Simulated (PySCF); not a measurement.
Computed NMR parameters against published values

Structure with atom numbers: `[CH:1]#[C:2][CH2:3][CH3:4]`; H(Xn) means a hydrogen on atom n.

[PySCF 2.14: GIAO B97-2/pcSseg-2 shieldings; structure optimised with PBE0-D3(BJ)/def2-TZVP; a single conformation; fast rotation and ring inversion assumed for equivalent nuclei; gas phase; non-relativistic]

Reference values: measured (solution, not stated per compound (mostly CDCl3 or CCl4); Pretsch, Buehlmann, Badertscher, Structure Determination of Organic Compounds, 4th ed. (2009)).
| atoms | quantity | reference | computed | computed, scaled |
| --- | --- | --- | --- | --- |
| C2 | δ $^{13}$C | 85.5 | 89.9 | 84.7 |
| C1 | δ $^{13}$C | 67.1 | 71.8 | 67.2 |
| C4 | δ $^{13}$C | 13.8 | 16.9 | 14.3 |
| C3 | δ $^{13}$C | 12.3 | 16.2 | 13.6 |
| H(C3) | δ $^{1}$H | 2.16 | 2.25 | 2.25 |
| H(C4) | δ $^{1}$H | 1.15 | 1.14 | 1.22 |

Computed shifts are σ(ref) − σ with the named reference compound (TMS for H and C) calculated as an isolated molecule at the same level. The measured values may be among those fitted. Scaled to experiment by linear calibration (H and C: mostly CDCl3 data, vs TMS): $^{13}$C: δ = 176.83 − 0.965σ (rms 2.0 ppm, 507 shifts, 2.1 ppm with the 1 outlier that the fit left out); $^{1}$H: δ = 29.81 − 0.938σ (rms 0.14 ppm, 293 shifts, 0.16 ppm with the 4 outliers that the fit left out). Occasional misses reach two or three times the rms, and more in compound classes unlike the fitted ones.

(1) How far are the unscaled $^{13}$C shifts from the references?

(2) How far are the unscaled $^{1}$H shifts from the references?

## Answers

(1) Mean signed difference +4.03 ppm, mean absolute 4.03 ppm over 4 comparisons; the largest is +4.7 ppm at C1 (terminal alkyne carbon).

(2) Mean signed difference +0.04 ppm, mean absolute 0.05 ppm over 2 comparisons; the largest is +0.09 ppm at H(C3) (hydrogen on a propargylic sp3 CH2).
